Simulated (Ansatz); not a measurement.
Results of LDA (PAW; Ansatz, a first-principles code) for 1T (CdI2-type) SnSe₂.

Numerical settings: plane-wave cutoff 520 eV, 12×12×6 k mesh (along the axes of the cell as run), scalar-relativistic PAW data made under PBE.

Cell (measured lattice):

SnSe$_{2}$ has the trigonal space group P-3m1 (No. 164), the CdI2 type structure, Pearson symbol hP3. Cell: a = b = 3.8110 Å, c = 6.1400 Å, α = β = 90.00°, γ = 120.00°. Sn on 1a is surrounded by 6 Se at 2.707 Å (octahedral). Se on 2d is surrounded by 3 Sn at 2.707 Å (trigonal pyramidal). (Neighbours: up to the widest gap in distance over summed covalent radii, below 1.35, at either atom; cation-cation and far metal-metal contacts left out.)

Q: Estimate the Voigt–Reuss–Hill shear modulus (Hill average), elastic constant C44, elastic constant C33, Young modulus, elastic constant C11, elastic constant C12, elastic constant C13 and elastic constant C66 that the calculation returns.

A: 
- Voigt–Reuss–Hill shear modulus (Hill average) = 16.0 GPa
- elastic constant C44 = 6.88 GPa
- elastic constant C33 = 14.9 GPa
- Young modulus = 39.5 GPa
- elastic constant C11 = 101 GPa
- elastic constant C12 = 27.3 GPa
- elastic constant C13 = 10.8 GPa
- elastic constant C66 = 37.0 GPa

Note: the cell isn't this level's own, so it is under some stress, which shifts stiffness and frequencies.

Elastic constants are with the ions relaxed.

Spin–orbit coupling is not included.

Static lattice: no zero-point or thermal effects.

Computing time: around 23 core-minutes (rough).
